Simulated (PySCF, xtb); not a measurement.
FH, SMILES F (connectivity only; charge and spin as stated), charge +1, multiplicity 2.

Harmonic wavenumbers (cm⁻¹) from GFN2-xTB run with xtb at its own minimum, in rising order: 2203.

What does PBE-D3(BJ)/def2-TZVPD (PySCF) give at its own minimum? (Estimate from the structure and the level; the computed values follow.)

2897. Paired by order, the mean absolute difference is 694 cm⁻¹ and the zero-point energies are 3.1 and 4.1 kcal/mol.
